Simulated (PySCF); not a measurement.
**XPS shifts beside NMR shieldings**

C₄H₇N.
Atom-mapped SMILES: `[CH2:1]=[CH:2]/[N:3]=[CH:4]\[CH3:5]`

Binding energies: PySCF 2.14.0, delta-SCF UKS SCAN, pcX-2 on the ionised atom, pcseg-1 elsewhere, spin-free X2C. Shieldings: GIAO KT3/pcSseg-2, non-relativistic, same geometry.

```csv
atom,C 1s (eV)
C1,289.76
C2,291.21
C4,291.80
C5,291.07
```

Problem. What are the absolute isotropic shieldings of these atoms?

Solution. 
```csv
atom,environment,C 1s (eV),isotropic shielding (ppm)
C1,terminal =CH2 carbon,289.76,89.5
C5,methyl carbon,291.07,162.6
C2,vinylic carbon bearing nitrogen,291.21,37.3
C4,imine carbon,291.80,25.1
```

Problem. Among the listed atoms, is the one with the highest binding energy also the least shielded?

Solution. Yes: C4 has both (291.80 eV, 25.1 ppm).

By binding energy: C1 < C5 < C2 < C4. By shielding: C4 < C2 < C1 < C5.

Spin contamination (⟨S²⟩ against 0.75 for a pure doublet) is marked for C 1s of C2 (0.86) and C 1s of C4 (0.90), which makes these values less certain. The structure is a single PBE0-D3(BJ)/def2-SVP conformer in the gas phase; no vibrational or solvent corrections.

The values belong to the conformer `[CH2:1]=[CH:2]/[N:3]=[CH:4]\[CH3:5]`: C1–C2–N3–C4 65°.
